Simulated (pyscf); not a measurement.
Routes from •H₂C–CH₂–NH₂

Candidate steps break at most two bonds and form at most two. Each was searched with GFN2-xTB (tblite) first. Optimised with ωB97X-D3(BJ)/def2-SVP in PySCF. MP2 and CC: frozen core, UHF for open shells. ΔMP2 is the change of the MP2 total energy from the triple- to the quadruple-zeta basis. Energies: CCSD(T)/def2-TZVPP + ΔMP2(QZVPP), eV, from the reactant's lowest minimum found, doublet surface; ΔG‡ with ideal gas, 1 atm, RRHO with modes under 100 cm⁻¹ raised to 100, one conformer, R ln 2 for chiral ones without a mode under 150 cm⁻¹.

```json
[
 {"products": "H₃C–CH₂–NH•", "type": "hydrogen shift", "ΔE‡": "1.56", "ΔE": "-0.05", "ΔG‡ 298 K": "1.46", "ΔG‡ 900 K": "1.58", "ν‡ (cm⁻¹)": "2159i"},
 {"products": "H₃C–CH•–NH₂", "type": "hydrogen shift", "ΔE‡": "1.72", "ΔE": "-0.43", "ΔG‡ 298 K": "1.59", "ΔG‡ 900 K": "1.61", "ν‡ (cm⁻¹)": "1969i"}
]
```

Plain bond fissions and candidates not yet searched are not listed, and one of them may be faster. Each barrier is that of the saddle found; lower ones may exist. The CCSD(T) − MP2 part came from Ansatz, without density fitting, on the same reference.
